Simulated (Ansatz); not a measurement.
Density of states of WS2 (P-3m1, a = 3.182 Å, b = 3.182 Å, c = 35.312 Å, α = 90.00°, β = 90.00°, γ = 120.00°), in states per eV and primitive cell, averaged over bins of 0.4 eV. Level of theory: DFT r2SCAN, scalar-relativistic, plane waves, PAW in Ansatz 0.2.0.

Settings: cutoff 500 eV, Γ-centred mesh 12×12×1 on the computed 12-atom cell, Gaussian smearing of 0.02 eV; no spin polarisation.

The cell is relaxed at this level. The states (both spins) are summed by tetrahedra on a 18×18×2 mesh at the self-consistent density. Energies are bin centres; the table starts no lower than −8 eV and ends at 6 eV, or lower where the solved bands end.

The gap is 1.44 eV at this level, with the zero inside it.

```tsv
E − E_F (eV)	total	S 3p	W 5d	W 6s	S 3s
-7.85	3.34	2.09	0.68	0.31	0.18
-7.45	6.59	3.98	1.63	0.53	0.29
-7.05	11.19	6.53	3.63	0.54	0.27
-6.65	6.34	4.11	1.91	0.03	0.19
-6.25	4.82	3.27	1.09	0.12	0.25
-5.85	13.65	8.15	3.48	0.56	1.13
-5.45	7.34	4.39	2.10	0.20	0.51
-5.05	8.14	5.41	2.30	0.05	0.22
-4.65	13.70	8.78	4.44	0.04	0.20
-4.25	6.44	3.81	2.39	0.03	0.06
-3.85	6.49	3.90	2.32	0.03	0.06
-3.45	15.37	10.99	3.58	0.04	0.46
-3.05	10.02	8.10	1.44	0.02	0.23
-2.65	5.79	5.10	0.47	0.01	0.07
-2.25	8.65	2.94	5.17	0.13	0.13
-1.85	7.52	2.10	5.03	0.07	0.10
-1.45	3.76	0.97	2.62	0.02	0.06
-1.05	0.76	0.24	0.47	0.00	0.03
-0.65	0.08	0.03	0.05	0.00	0.00
-0.25	0.00	0.00	0.00	0.00	0.00
0.15	0.00	0.00	0.00	0.00	0.00
0.55	0.02	0.00	0.01	0.00	0.00
0.95	4.07	1.22	2.49	0.10	0.05
1.35	10.52	3.33	6.49	0.15	0.10
1.75	17.83	5.87	10.96	0.16	0.23
2.15	12.96	3.27	8.36	0.28	0.34
2.55	8.88	2.85	4.96	0.08	0.31
2.95	7.83	2.84	4.01	0.02	0.31
3.35	4.91	2.06	2.29	0.00	0.18
3.75	7.87	3.36	3.68	0.01	0.32
4.15	3.59	1.22	1.69	0.09	0.30
4.55	3.16	0.67	0.96	0.63	0.22
4.95	2.62	0.26	0.10	0.89	0.11
5.35	3.51	0.36	0.12	1.01	0.13
5.75	4.71	0.54	0.17	1.27	0.16
```

The columns after the total are the main Löwdin projections on the occupied valence shells of the potentials; 2 others are left out. The rest of the total lies in those, in shells that are empty in the free atom, which aren't projected, and between the atoms.

Spin-orbit coupling is left out, which matters for the bands of heavy elements. The cell holds layers, and r2SCAN describes their binding at middle range but leaves out its long-range dispersion part.

This form isn't the usual stable structure of the compound.

Cost: 1 run of about 14 core-minutes, on AMD EPYC (Zen 3) (shared hosts).